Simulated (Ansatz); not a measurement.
We consider fcc Ag, described by PBEsol in Ansatz (PAW).

Numerical settings: plane-wave cutoff 520 eV, 24×24×24 k mesh, Fermi–Dirac smearing 0.05 eV, no spin polarisation, scalar-relativistic PAW data made under PBE.

Energies at three volumes about the minimum:

| V (Å³/atom) | E − E_lowest (meV/atom) |
|---|---|
| 16.322 | 2.53 |
| 16.655 | 0.00 |
| 16.988 | 2.42 |

**Question.** Fit a parabola by hand: where is the minimum, what lattice constant follows, and what is the bulk modulus?

**Answer.** Slopes: (0.00 − 2.53)/(16.655 − 16.322) = -7.598 and (2.42 − 0.00)/(16.988 − 16.655) = 7.267 meV/Å³. Curvature E″ = 2 × (7.267 − (-7.598))/(16.988 − 16.322) = 44.640 meV/Å⁶. From the middle of the first interval, the slope vanishes at V0 = 16.4885 − (-7.598)/44.640 = 16.659 Å³/atom. B = V0 E″ = 16.659 × 44.640 meV/Å³ × 0.1602 GPa per meV/Å³ = 119 GPa. With 4 atoms in the cube, a = (4 × 16.659)^(1/3) = 4.054 Å. The full Birch–Murnaghan fit to all volumes gives V0 = 16.651 Å³/atom and B0 = 119 GPa.

Measured, for comparison: bulk modulus 110 GPa (corrected for temperature and zero-point phonon effects, our sources range from 104 to 111; as tabulated in Levämäki et al. (2014), arXiv:1402.3671); lattice constant a 4.062 Å (static lattice: zero-point anharmonic expansion removed, our sources range from 4.056 to 4.063; as tabulated in Mejia-Rodriguez and Trickey (2018), arXiv:1807.09216). Computed (rounded) less measured: bulk modulus +8 % (+7 % to +14 % over the range).

Ansatz is a quantum-chemistry and plane-wave program.
